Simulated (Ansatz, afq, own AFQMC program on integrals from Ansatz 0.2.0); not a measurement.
# AlNH₂, triplet in cc-pVDZ, levels against CCSDT(Q)

```
atom    x (Å)    y (Å)    z (Å)
  Al  -0.0066  -0.0734   0.6213
   N  -0.0066   0.0471  -1.1428
   H  -0.0066   1.3615   1.3546
   H   0.2767  -0.0511  -2.1057
```

Connectivity, by distances: AlH–NH.

Basis cc-pVDZ. Only valence electrons are correlated. Ansatz 0.2.0 and our own AFQMC program on the same integrals; the CISD trial comes from CCSD amplitudes, and released means the phaseless constraint is let go. ± is one standard error of the sampling.

Determinant: UHF, the one that the program's search chose, which needn't be the lowest solution. The geometry is a point of a scan.

No full CI on the walks' own integrals is used here; CCSDT(Q) serves as the reference and is uncertain by about the last step of the cluster series.

Cautions: lower spins were not checked; the released energies are still falling, so no released level is given (meV from the phaseless value at times in 1/Eh: 9 ± 12 at 0.24, -14 ± 13 at 0.51, -33 ± 17 at 0.99, -48 ± 14 at 1.62, -43 ± 20 at 2.40), though the last usable value meets CCSDT(Q) within the noise.

```
T1 diagnostic                               : 0.0203
weight of the determinant in the CISD state : 0.903
⟨S²⟩ of the determinant                     : 2.016
size of the correlated space                : 10 electrons in 36 orbitals
```

```json
{"level": "MP2", "correlation energy (eV)": "-4.9019"}
{"level": "CCSD", "correlation energy (eV)": "-5.6449"}
{"level": "CCSD(T)", "correlation energy (eV)": "-5.7772"}
```

Question: Estimate where phaseless AFQMC with the Hartree–Fock trial lies against CCSD(T) on the same integrals.

Answer: 51.0 ± 54.7 meV above CCSD(T). The gap is under twice the noise, so this walk alone can't tell the two apart.

Reference: CCSDT(Q), correlation energy -5.819 eV.

```json
{"level": "CCSD(T)", "E − E(reference) (meV)": "41.7", "share of correlation (%)": "99.28"}
{"level": "CCSDT", "E − E(reference) (meV)": "12.7", "share of correlation (%)": "99.78"}
{"level": "ph-AFQMC/HF", "E − E(reference) (meV)": "92.7 ± 54.7", "share of correlation (%)": "98.41"}
{"level": "ph-AFQMC/CISD", "E − E(reference) (meV)": "28.1 ± 7.6", "share of correlation (%)": "99.52"}
```
